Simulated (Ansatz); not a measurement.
**CH3BS: structure from calculated spectroscopic constants**

These gas-phase data were calculated for one isomer of CH3BS at PBE0-D4/def2-TZVP (harmonic, unscaled wavenumbers; equilibrium rotational constants with average atomic masses):

```
rotational constants            : 23.7, 11.85, 8.336 GHz
all wavenumbers above 1500 cm⁻¹ : 3194, 3118, 2753
dipole moment                   : 1.05 D (PBE0/def2-TZVPD)
```

Candidates:

(1) `CB=S`, a singlet
(2) `B1CS1`, a singlet

Problem. Assign the data to one candidate and say why.

Solution. Candidate (2). The band at 2753 cm⁻¹ lies where the B–H stretch is expected; (1) has no mode between 2350 and 2900 cm⁻¹.

The same quantities for all candidates:

```
     rotational constants (GHz)  wavenumbers above 1500 cm⁻¹  dipole (D)  E above the lowest, PBE0-D4/def2-TZVP (kcal/mol)
(1)           160, 4.576, 4.576       3131, 3131, 3052, 1501        2.80                                               0.0
(2)          23.7, 11.85, 8.336             3194, 3118, 2753        1.05                                              29.7
```

Programs: Ansatz 0.2.0.
